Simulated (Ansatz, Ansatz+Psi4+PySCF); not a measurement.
```xyz
6

C     0.0000    0.0000    0.6575
C     0.0000    0.0000   -0.6575
H     0.0000    0.9228    1.2277
H     0.0000   -0.9228    1.2277
H     0.0000    0.9228   -1.2277
H     0.0000   -0.9228   -1.2277
```

Basis set: cc-pVTZ (spherical functions). Frozen core: 2 orbitals. Charge 0, multiplicity 1.

Computed with Ansatz (development build ahead of 0.2.0); each method stands on the lowest determinant of its kind that the runs found. Restricted open shells among the atoms or ions are ROHF, correlated in semicanonical orbitals with singles.

Problem. Give the atomization energy at this shape (free ground-state atoms in the same class of orbitals less the molecule, no zero-point energy) of singlet C2H4 by RHF-CCSD(T), RHF-MP2, RHF.

Solution.

```json
{"method": "RHF-CCSD(T)", "atomization energy": "2304.2 kJ/mol"}
{"method": "RHF-MP2", "atomization energy": "2318.2 kJ/mol"}
{"method": "RHF", "atomization energy": "1815.4 kJ/mol"}
```
